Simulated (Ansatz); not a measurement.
The same path of BH6NO (9 atoms, charge 0, multiplicity 1) was run 3 times with different band settings. Lost on the way: B1–O2, N6–H9. Made: O2–H9.

Level of theory: RKS PBE/def2-SVP (Ansatz).

Relaxed end points:

```xyz
9
Properties=species:S:1:pos:R:3
B 0.056 0.136 0.377
O -0.496 -0.532 1.519
H -1.426 -0.756 1.363
H 1.256 -0.111 0.193
H -0.629 0.156 -0.659
N 0.147 1.788 0.798
H 0.643 2.336 0.079
H -0.780 2.215 0.948
H 0.669 1.872 1.683
```

```xyz
9
Properties=species:S:1:pos:R:3
B 0.251 0.617 -0.228
O -0.361 -0.403 2.324
H -1.212 -0.658 1.921
H 1.329 0.065 -0.280
H -0.764 0.112 -0.673
N 0.171 1.921 0.293
H 0.988 2.439 0.621
H -0.683 2.480 0.285
H -0.279 0.530 2.040
```

Common settings: spring 5.0 eV/Å²; optimiser quadratic models (default); start path through a guess of the saddle point; force threshold 0.03 eV/Å; iteration limit 60; end points relaxed.

| run | movable images | climbing image |
| --- | --- | --- |
| 1 | 7 | yes |
| 2 | 3 | no |
| 3 | 1 | yes |

Question: What does each run give, and how far can it be trusted?

Answer: Run 1: converged after 13 iterations, highest image 0.779 eV above the first end. A vibrational analysis at the climbing image gives one clearly imaginary mode, 896i cm⁻¹: a first-order saddle point.
Run 2: converged after 17 iterations, highest image 0.660 eV above the first end. No image climbed, so the highest image needn't sit at the top of the path. So few images can step over the top or miss a turn of the path.
Run 3: converged after 27 iterations, highest image 0.779 eV above the first end. Another band between the same ends (7 images) ends at a top of the same energy, where a vibrational analysis finds 1 clearly imaginary mode. So few images can step over the top or miss a turn of the path.
The orbitals stay closed-shell, which can raise the energy where a bond breaks towards radicals; this wasn't checked here.
